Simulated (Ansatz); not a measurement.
Ansatz (a first-principles code) input:

Ansatz 0.2 input:
```yaml
crystal:
  periodic: [false, false, false]
  atoms:
    - {symbol: O, position_ang: [-0.22489627, 1.19921299, -0.07691899]}
    - {symbol: C, position_ang: [-0.43632120, 0.02838055, -0.00994382]}
    - {symbol: N, position_ang: [0.41790027, -0.99734550, 0.06832224]}
    - {symbol: H, position_ang: [0.07146814, -1.93733424, 0.11876215]}
    - {symbol: H, position_ang: [1.42032731, -0.84523444, 0.07799705]}
basis:
  gaussian:
    orbitals: def2-TZVPD
hamiltonian:
  xc: {name: r2SCAN}
magnetization: {spin_polarized: true, initial_magnetization: 1}
output: {forces: true}
```

### Question
Predict the final energy.

### Answer
-169.22584 Eh (r2SCAN/def2-TZVPD). The basis has 132 functions.

It need not be the lowest isomer of its formula.
